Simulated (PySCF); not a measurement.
Compound: PO4 (charge -3).
SMILES with atom numbers: `[O:1]=[P:2]([O-:3])([O-:4])[O-:5]`

The same species was optimised twice, with GFN2-xTB and with PBE0-D3(BJ)/def2-SVP (PySCF), and the same property calculations (PySCF, gas phase) were run on both structures.

| coordinate | GFN2-xTB | PBE0-D3(BJ)/def2-SVP | change |
| --- | --- | --- | --- |
| P2–O4 (Å) | 1.585 | 1.600 | +0.015 |
| O1=P2 (Å) | 1.585 | 1.600 | +0.015 |
| P2–O3 (Å) | 1.585 | 1.600 | +0.015 |
| P2–O5 (Å) | 1.585 | 1.600 | +0.015 |
| O1–P2–O4 (°) | 109.5 | 109.5 | 0.0 |
| O4–P2–O5 (°) | 109.5 | 109.4 | -0.1 |
| O1–P2–O5 (°) | 109.5 | 109.4 | -0.1 |
| O3–P2–O4 (°) | 109.5 | 109.5 | 0.0 |
| O3–P2–O5 (°) | 109.5 | 109.5 | 0.0 |
| O1–P2–O3 (°) | 109.5 | 109.5 | 0.0 |

Rotational constants: A = 4719, B = 4719, C = 4719 MHz (GFN2-xTB) against A = 4631, B = 4630, C = 4627 MHz (PBE0-D3(BJ)/def2-SVP). Point groups within 0.08 Å: Td and Td.

On the GFN2-xTB structure: HOMO (eV) 11.35 [PBE0/pcSseg-1]; LUMO (eV) 21.02 [PBE0/pcSseg-1]; GIAO shielding of O1/O3/O4/O5 (mean) (ppm) 211.4 [PBE0/pcSseg-1]; GIAO shielding of P2 (ppm) 290.4 [PBE0/pcSseg-1].

**Question.** What do these properties become on the PBE0-D3(BJ)/def2-SVP structure?

**Answer.** 
```
                                    property          level  on GFN2-xTB  on PBE0-D3(BJ)/def2-SVP  change
                                   HOMO (eV)  PBE0/pcSseg-1        11.35                    11.26   -0.09
                                   LUMO (eV)  PBE0/pcSseg-1        21.02                    20.84   -0.18
energy, GFN2-xTB geometry as zero (kcal/mol)  PBE0/pcSseg-1          0.0                     -0.5    -0.5
  GIAO shielding of O1/O3/O4/O5 (mean) (ppm)  PBE0/pcSseg-1        211.4                    203.8    -7.6
                  GIAO shielding of P2 (ppm)  PBE0/pcSseg-1        290.4                    281.1    -9.3
```

The heavy atoms differ by 0.014 Å rms after alignment. Among all bonds O1=P2, P2–O3, P2–O4 and P2–O5 change most and about equally (+0.015 Å). Changes are differences of the printed values. Neither structure is proved a minimum here. Geometry: PBE0-D3(BJ)/def2-SVP; no solvent, vibrations or thermal averaging. Whether so highly charged an anion holds all its electrons in the gas phase wasn't checked; a finite basis holds them in any case. The ion is multiply charged and computed without counter-ions or solvent. The geometry's basis has no diffuse functions, a weakness for an anion.
